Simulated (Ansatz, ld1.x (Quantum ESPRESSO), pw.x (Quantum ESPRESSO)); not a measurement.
## What a changed setting does to a pw.x run (bcc Os)

Potential: norm-conserving Troullier–Martins (Kleinman–Bylander form), ld1.x (Quantum ESPRESSO) 7.5, PBEsol; core [Xe] 4f14, reference 5d6 6s1 6p1; waves: 6p (bound): rc 3.65 bohr; 5d (bound): rc 2.35 bohr; 5f channel at -0.15 Ry: rc 3.70 bohr; 6s (bound): rc 1.85 bohr; local part: the s channel; core correction: a·sin(br)/r model core, default radius (core density twice the valence density).

The reference run (k-mesh 15³, cutoffs 70/280 Ry, Fermi–Dirac 0.01 Ry, mixing_beta 0.4, conv_thr 1e-9, no spin) gives -1.45 GPa at 14.348 Å³/atom, where all-electron LAPW gives 0.50 GPa. This run, with its own iteration cap, changes nbnd to 7.

```
&control
  calculation='scf', prefix='x', pseudo_dir='./', outdir='./tmp', tstress=.true., disk_io='none'
/
&system
  ibrav=0, nat=1, ntyp=1, ecutwfc=70, ecutrho=280, nbnd=7,
  occupations='smearing', smearing='fd', degauss=0.01
/
&electrons
  conv_thr=1e-09, mixing_beta=0.4, electron_maxstep=50
/
ATOMIC_SPECIES
Os 1.0 Os.UPF
CELL_PARAMETERS angstrom
  -1.53077182 1.53077182 1.53077182
  1.53077182 -1.53077182 1.53077182
  1.53077182 1.53077182 -1.53077182
ATOMIC_POSITIONS crystal
Os 0.0000 0.0000 0.0000
K_POINTS automatic
15 15 15 0 0 0
```

```bash
pw.x < Os.scf.in > Os.scf.out
```

Question: How does the run end?

Answer: It converges in 11 iterations; the free energy moves by +0.0 meV/atom and the pressure by -0.01 GPa. The result is that of the reference run.

```
Message from routine setup:
     using ibrav=0 with symmetry is DISCOURAGED, use correct ibrav instead
     lattice parameter (alat)  =       5.0104  a.u.
     unit-cell volume          =      96.8251 (a.u.)^3
     number of electrons       =         8.00
     number of Kohn-Sham states=            7
     kinetic-energy cutoff     =      70.0000  Ry
     charge density cutoff     =     280.0000  Ry
     scf convergence threshold =      1.0E-09
     Exchange-correlation= PBESOL
     number of k points=   120  Fermi-Dirac smearing, width (Ry)=  0.0100
     iteration #  1     ecut=    70.00 Ry     beta= 0.40
     total energy              =     -45.86249264 Ry
     estimated scf accuracy    <       0.06538822 Ry
     iteration #  2     ecut=    70.00 Ry     beta= 0.40
     total energy              =     -45.86111865 Ry
     estimated scf accuracy    <       0.00930667 Ry
     iteration #  3     ecut=    70.00 Ry     beta= 0.40
     total energy              =     -45.86419762 Ry
     estimated scf accuracy    <       0.00032504 Ry
     iteration #  4     ecut=    70.00 Ry     beta= 0.40
     total energy              =     -45.86399215 Ry
     estimated scf accuracy    <       0.00087213 Ry
     iteration #  5     ecut=    70.00 Ry     beta= 0.40
     total energy              =     -45.86417304 Ry
     estimated scf accuracy    <       0.00000246 Ry
     iteration #  6     ecut=    70.00 Ry     beta= 0.40
     total energy              =     -45.86417161 Ry
     estimated scf accuracy    <       0.00000749 Ry
     iteration #  7     ecut=    70.00 Ry     beta= 0.40
     total energy              =     -45.86417384 Ry
     estimated scf accuracy    <       0.00000030 Ry
     iteration #  8     ecut=    70.00 Ry     beta= 0.40
     total energy              =     -45.86417347 Ry
     estimated scf accuracy    <       0.00000054 Ry
     iteration #  9     ecut=    70.00 Ry     beta= 0.40
     total energy              =     -45.86417361 Ry
     estimated scf accuracy    <       0.00000005 Ry
     iteration # 10     ecut=    70.00 Ry     beta= 0.40
     total energy              =     -45.86417362 Ry
     estimated scf accuracy    <          1.7E-09 Ry
     iteration # 11     ecut=    70.00 Ry     beta= 0.40
     the Fermi energy is    18.8244 ev
!    total energy              =     -45.86417362 Ry
     estimated scf accuracy    <          6.9E-10 Ry
     smearing contrib. (-TS)   =      -0.00600329 Ry
     The total energy is F=E-TS. E is the sum of the following terms:
     one-electron contribution =      17.04735840 Ry
     hartree contribution      =       0.96637661 Ry
     xc contribution           =     -23.61405619 Ry
     ewald contribution        =     -40.25784915 Ry
     convergence has been achieved in  11 iterations
          total   stress  (Ry/bohr**3)                   (kbar)     P=      -14.62
     Message from routine punch:
     Nothing written, as per user request (disk_io='none')
```

The run took about 13 s on one core of a shared host (Neoverse-V2, 96 threads, 742 GiB, load 50).
